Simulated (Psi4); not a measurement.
This Psi4 input (PBE/aug-cc-pVTZ) gives -151.46443 Eh with 138 basis functions.

```
memory 8100 MB

molecule {
0 1
O     0.01545466    0.72381182   -0.07020381
O    -0.01124373   -0.72607760   -0.04190313
H     0.80569804    0.89668240    0.46138431
H    -0.83938551   -0.87855617    0.43547118
}

set {
  basis aug-cc-pvtz
  scf_type df
}

energy('pbe')
print_variables()
```

Change:
```diff
- basis aug-cc-pvtz
+ basis cc-pvdz
```

Task: What does the run give now?

Result: -151.39584 Eh (PBE/cc-pVDZ, 38 functions), a change of +68.59 mEh.
